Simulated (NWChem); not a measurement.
# O2F (SMILES [O]OF) at 6 levels

We compute a comparison of 6 runs (UHF/STO-3G, UHF/pcseg-1, UCAM-B3LYP/STO-3G, UTPSSh/6-31G, UPBE0/def2-SVP, UM06-2X/aug-cc-pVDZ) of O2F. 

Program for the calculation: NWChem 7.3.0.

### 1 The structure to begin with

The species is O2F (3 atoms), meant as a doublet with charge 0. As SMILES, `[O]OF`. The shape is that of a PBE0-D4/def2-TZVP optimisation.

Bond lengths: O1–O2 1.181 Å. A long bond or contact: O2–F3 1.573 Å.

### 2 Energy and gradient at UHF/STO-3G (run 1)

Input file input.nw:

```
start input
title "FO2 gradient"
memory total 2200 mb

geometry units angstrom noautosym nocenter noautoz
  O        0.933400      -0.295440       0.482240
  O        0.133270       0.497870       0.127930
  F       -1.066650      -0.202430      -0.610160
end

basis spherical bse
  * library STO-3G
end

scf
  doublet
  uhf
  thresh 1e-08
  maxiter 80
  print medium
end

task scf gradient
```

Launch:

```
$ nwchem input.nw > input.out
```

Log:

```text
[...]
  functions       =    15
[...]
  wavefunction    = UHF
[...]
         Total SCF energy =   -245.586805362190
      One electron energy =   -481.370080982454
      Two electron energy =    166.186578383839
 Nuclear repulsion energy =     69.596697236425
                       Sz =      0.5000
                 Sz(Sz+1) =      0.7500
                      S^2 =      1.3961
[...]
                         UHF ENERGY GRADIENTS
    atom               coordinates                        gradient
                 x          y          z           x          y          z
   1 O       1.763870  -0.558301   0.911301   -0.142411   0.145811  -0.062557
   2 O       0.251844   0.940838   0.241753    0.106733  -0.169711   0.040274
   3 F      -2.015676  -0.382537  -1.153035    0.035678   0.023899   0.022283
[...]
```

It took 1.1 s on 1 thread of Intel Xeon 6975P-C (Granite Rapids), shared host; peak memory 0.099 GiB.

### 3 Energy and forces at UHF/pcseg-1 (run 2)

Input file run.py:

```python
from ase import Atoms
from ase.calculators.nwchem import NWChem

system = Atoms(['O', 'O', 'F'], positions=[
    [0.933400, -0.295440, 0.482240],
    [0.133270, 0.497870, 0.127930],
    [-1.066650, -0.202430, -0.610160],
])

calc = NWChem(
    label='fo2',
    theory='scf',
    memory='2200 mb',
    basis='pcseg-1',
    basispar='spherical bse',
    scf={'nopen': '1', 'uhf': None, 'thresh': '1e-08', 'maxiter': '80'},
)
system.calc = calc

forces = system.get_forces()
e = system.get_potential_energy()
print(f"E = {e:.6f} eV")
print("forces (eV/A):")
for s, f in zip(system.symbols, forces):
    print(f"{s:2s} {f[0]:10.5f} {f[1]:10.5f} {f[2]:10.5f}")
```

Launch:

```
$ export ASE_NWCHEM_COMMAND="nwchem PREFIX.nwi > PREFIX.nwo"
$ python run.py
```

Log:

```text
E = -6771.549180 eV
forces (eV/A):
O    -0.09282    0.15200   -0.03456
O     3.83979    1.99476    2.33497
F    -3.74697   -2.14682   -2.30042
```

The calculator wrote fo2.nwi:

```
title "fo2"

permanent_dir fo2

scratch_dir fo2

start fo2

geometry units angstrom nocenter noautosym noautoz
  O  9.3340000000000001e-01 -2.9543999999999998e-01 4.8224000000000000e-01
  O  1.3327000000000000e-01 4.9786999999999998e-01 1.2792999999999999e-01
  F  -1.0666500000000001e+00 -2.0243000000000000e-01 -6.1016000000000004e-01
end

memory 2200 mb

basis spherical bse noprint
   * library pcseg-1
end

scf
  nopen 1
  uhf
  thresh 1e-08
  maxiter 80
end

task scf gradient
```

fo2.nwo, shortened:

```text
[...]
      One electron energy =   -483.131791362848
[... 1 line left out ...]
 Nuclear repulsion energy =     69.596697236425
[... 35 lines left out ...]
          Final beta eigenvalues
[... 193 lines left out ...]
                     UHF Final Beta Molecular Orbital Analysis
[...]
  wavefunction    =   UHF
                         UHF ENERGY GRADIENTS
    atom               coordinates                        gradient
                 x          y          z           x          y          z
   1 O       1.763870  -0.558301   0.911301    0.001805  -0.002956   0.000672
   2 O       0.251844   0.940838   0.241753   -0.074672  -0.038792  -0.045408
   3 F      -2.015676  -0.382537  -1.153035    0.072867   0.041749   0.044736
[...]
```

Run time: 4.2 s. Hardware: 1 thread of Intel Xeon 6975P-C (Granite Rapids), shared host; peak memory 0.099 GiB.

Runs 3 to 5 aren't shown in full; the table further down has their settings and results.

### 4 Energy and gradient at UM06-2X/aug-cc-pVDZ (run 6)

Input file job.nw:

```
start job
memory 2200 mb
charge 0

geometry noautosym nocenter noautoz
  O      0.933400    -0.295440     0.482240
  O      0.133270     0.497870     0.127930
  F     -1.066650    -0.202430    -0.610160
end

basis "ao basis" spherical bse
  * library aug-cc-pVDZ
end

dft
  xc m06-2x
  mult 2
  grid xfine
  convergence energy 1e-08
  iterations 100
  mulliken
  print medium
end

task dft gradient
```

Launch:

```
$ nwchem job.nw > job.out
```

Log:

```text
[...]
          Wavefunction type:  spin polarized.
          No. of atoms     :     3
          No. of electrons :    25
[...]
          Charge           :     0
          Spin multiplicity:     2
[...]
          AO basis - number of functions:    69
[...]
              XC Information
              --------------
                       M06-2X Method XC Functional
                     Hartree-Fock (Exact) Exchange  0.540
                        M06-2X Exchange Functional  1.000
                      M06-2X Correlation Potential  1.000
[...]
 d= 0,ls=0.0,diis     1   -249.8172699536 -3.19D+02  1.27D-02  4.57D-01     1.9
[...]
 d= 0,ls=0.0,diis    17   -250.0000684645 -3.59D-09  3.35D-06  9.76D-10    27.5
[...]
         Total DFT energy =     -250.000068464492
      One electron energy =     -483.148080957388
           Coulomb energy =      190.828390518247
    Exchange-Corr. energy =      -27.277075261775
 Nuclear repulsion energy =       69.596697236425
[...]
      Total Density - Mulliken Population Analysis
     ---------------------------------------------
    Atom       Charge   Shell Charges
 -----------   ------   -------------------------------------------------------
    1 O    8     7.98   2.01  0.90  1.04  0.10  2.70  1.18  0.03  0.03 -0.00
    2 O    8     7.74   2.01  0.92  1.00  0.04  2.61  1.09 -0.01  0.04  0.03
    3 F    9     9.28   2.00  0.92  1.05  0.04  3.22  1.91  0.13  0.00  0.01
[...]
      <S2> =      0.8422 (Exact =     0.7500)
[...]
  wavefunction    = open shell
                         DFT ENERGY GRADIENTS
    atom               coordinates                        gradient
                 x          y          z           x          y          z
   1 O       1.763870  -0.558301   0.911301    0.000647   0.002852   0.000669
   2 O       0.251844   0.940838   0.241753    0.002591  -0.003290   0.001068
   3 F      -2.015676  -0.382537  -1.153035   -0.003238   0.000438  -0.001737
[...]
```

It took 32 s on 1 thread of Intel Xeon 6975P-C (Granite Rapids), shared host; peak memory 0.12 GiB.

### 5 Overview of the runs

```
run                level  iteration cap  module  energy (Eh)  dipole moment (D)  HOMO energy (eV)  LUMO energy (eV)  wall time
  1           UHF/STO-3G             80     scf  -245.586805               0.03            -10.96              7.96      1.1 s
  2          UHF/pcseg-1             80     scf  -248.849844               0.58            -15.18              2.55      4.2 s
  3    UCAM-B3LYP/STO-3G            100     dft  -246.476024               0.26             -6.21              2.24      4.2 s
  4         UTPSSh/6-31G            100     dft  -249.993044               1.25             -8.36             -4.83      7.5 s
  5       UPBE0/def2-SVP            100     dft  -249.612763               1.39             -9.43             -3.88      8.7 s
  6  UM06-2X/aug-cc-pVDZ            100     dft  -250.000068               1.61            -11.67             -2.90       32 s
```

### 6 Outcome

| quantity | value |
| --- | --- |
| run 6: total energy | -250.00007 Eh |
| run 6: dipole moment | 1.61 D |
| run 6: HOMO energy (highest over α and β) | -11.67 eV |
| run 6: LUMO energy (lowest over α and β) | -2.90 eV |
| run 6: ⟨S²⟩ | 0.842 |
| run 6: largest force on an atom | 0.222 eV/Å |

The dipole moment (its size) runs from 0.03 D (UHF/STO-3G) to 1.61 D (UM06-2X/aug-cc-pVDZ). The two ends differ in method and basis. Totals of different functionals can't be ranked against each other. In runs 1, 3 the basis is minimal, so the values are rough. Spin contamination of the reference: run 2 ⟨S²⟩ = 1.43, run 1 ⟨S²⟩ = 1.40. Where it is this large, the reference is a mixture of spin states, and values that rest on it are in doubt. All runs together took 58 s, the longest 32 s.
